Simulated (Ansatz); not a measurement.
## Ansatz (development build ahead of 0.2.0) run

```yaml
crystal:
  periodic: [false, false, false]
  atoms:
    - { symbol: S, position_ang: [0.0, 0.0, 0.0] }
    - { symbol: H, position_ang: [0.98651, 0.0, 0.93616] }
    - { symbol: H, position_ang: [-0.98651, 0.0, 0.93616] }
basis:
  gaussian: { orbitals: def2-SVP }
total_charge: 1
magnetization:
  initial_magnetization: 1
hamiltonian:
  xc: pbe0
scf:
  omitted_lower_state_checks: [starts, atomic_configurations, cluster_reference, orbital_swaps, given_window_search, neighbouring_geometries, increment]
output:
  forces: true
```

The input is written out in the form of the current development build from the run's settings.

Output:

* Converged: yes
* Total energy: -398.74086 hartree
* Spin squared of the determinant: 0.750
* Stability test: minimum among restricted orbitals

Forces (eV/Å):
| atom | Fx | Fy | Fz |
| --- | --- | --- | --- |
| S1 | 0.000 | 0.000 | -0.310 |
| H2 | 0.209 | 0.000 | 0.155 |
| H3 | -0.209 | 0.000 | 0.155 |
